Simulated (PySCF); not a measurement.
# C2H5ClO2S: the cost of one run

Computed with PySCF 2.14.0, with density-fitted response routines of our own, on a single molecule, in the gas phase or a continuum. Atoms are numbered from 0 throughout.

## Step 1: The starting structure

11 atoms, charge 0, multiplicity 1; geometry from: GFN2-xTB. The atoms were then displaced at random by about 0.01 Å, so the start is not that level's minimum.

Bonds of the start (Å): C0–C1 1.47, C1–S2 1.79, S2–O3 1.42, S2–O4 1.44, S2–Cl5 2.05, C0–H6 1.09, C0–H7 1.09, C0–H8 1.11, C1–H9 1.08, C1–H10 1.10.

## Step 2: Geometry optimisation at PBE0-D3(BJ)/def2-SVP

Job settings and geometry (Å):

```
{"job": {"xc": "PBE0", "basis": "def2-SVP", "d3": "d3bj", "grid": 1, "shake": 0.01, "kind": "geom"}, "charge": 0, "multiplicity": 1}
C     -1.232030     0.290280    -0.278450
C     -0.282460    -0.402400     0.610420
S      1.328930    -0.258000    -0.165210
O      1.317300    -0.595540    -1.542850
O      2.347780    -0.872220     0.645730
Cl     1.661230     1.761060    -0.061020
H     -2.267090     0.161430     0.052120
H     -1.137960    -0.060470    -1.301090
H     -1.048270     1.388860    -0.274570
H     -0.459500    -1.469800     0.687460
H     -0.189810     0.030960     1.611800
```

Started as:

```bash
> OMP_NUM_THREADS=1 python probes_run.py task.json out
```

One launch serves the whole session: the jobs run in the order shown.

Q: Estimate the wall time and peak memory of this first job on 1 thread of Arm Neoverse V2, shared host.

About 39 s, with a peak of 0.51 GiB.
